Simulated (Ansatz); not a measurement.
C2H4FNO, SMILES `N=C(F)CO`. The species carries charge 0 and has multiplicity 1. The structure was optimised at the PBE0-D4/def2-TZVP level. It is one conformer, not always the lowest.

```xyz
9

N     1.484   -0.228   -0.925
C     0.768    0.491   -0.207
F     1.239    1.668    0.221
C    -0.628    0.273    0.304
O    -1.130   -0.990   -0.028
H     0.963   -1.066   -1.178
H    -0.638    0.468    1.383
H    -1.281    1.021   -0.157
H    -0.778   -1.637    0.588
```

Problem. What is the dipole moment at ωB97M-V/def2-TZVPP? (Estimate.)

Solution. Computed: 2.97 D, with components (-2.03, -1.17, 1.82) D in this frame, pointing from negative to positive charge.

Problem. And with PBE, r2SCAN, B3LYP? (An estimate is asked.)

Solution. The calculation gave: PBE 2.85 D, r2SCAN 2.93 D, B3LYP 2.94 D.

Problem. Give the Mulliken charges with ωB97M-V, PBE, r2SCAN in def2-TZVPP. (Best estimate.)

Solution. Computed: 
```csv
atom,ωB97M-V,PBE,r2SCAN
N1,-0.18,-0.17,-0.26
C2,0.15,0.08,0.19
F3,-0.18,-0.14,-0.19
C4,-0.02,-0.02,0.11
O5,-0.32,-0.30,-0.36
H6,0.13,0.16,0.16
H7,0.12,0.09,0.06
H8,0.12,0.10,0.06
H9,0.18,0.19,0.20
```

B3LYP here is the variant with VWN-RPA as its local correlation; programs differ in this.
